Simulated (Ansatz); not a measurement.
An input meant for PPPP tetrahedron (P₄) (charge 0, singlet; atoms displaced at random, 0.08 Å in each coordinate).

```yaml
crystal:
  periodic: [false, false, false]
  atoms:
    - {symbol: P, position_ang: [2.445436, 1.164928, -0.114722]}
    - {symbol: P, position_ang: [-1.006028, -0.176309, 2.700169]}
    - {symbol: P, position_ang: [0.327623, -2.992346, -0.726931]}
    - {symbol: P, position_ang: [-1.627018, 1.720232, -1.656623]}
basis:
  gaussian: {orbitals: cc-pVDZ}
hamiltonian: {xc: {name: wB97M-V}}
scf: {omitted_lower_state_checks: [starts]}
```

```sh
$ ansatz run in.yaml --threads 4 --pin off --events-out ev --progress --plain --max-ram 3916MiB
```

Output, abridged:

```
Functional definition: wB97M-V
783 factors; integrals over basis functions are off by at most 9.6e-5 eV
208 factors; integrals over basis functions are off by at most 1.0e-5 eV
mean field evaluation 1: about -37128.3854 eV, gradient 4.4e0 eV
mean field evaluation 2: about -37127.6627 eV, gradient 1.5e1 eV
mean field evaluation 4: about -37128.6698 eV, gradient 5.2e0 eV
mean field evaluation 8: about -37128.6062 eV, gradient 1.3e0 eV
mean field evaluation 16: about -37132.4586 eV, gradient 6.4e-1 eV
mean field -37132.50006594 eV, -1364.5942081107 hartree, gradient 4.9e-6 eV, S^2 0.000000; 0 other end points of the search recorded, 0 dependent functions left out
reference -37132.50011356 eV, -1364.5942098609 hartree; 30, 30 occupied and 42, 42 virtual orbitals, 783 factors
Total energy: -37132.50011356 eV, -1364.5942098609 hartree
Checks for a lower state left out: starts
```

In this input the geometry is stretched to more than twice its size. Self-consistency was reached. The result belongs to that input, not to the species as meant.
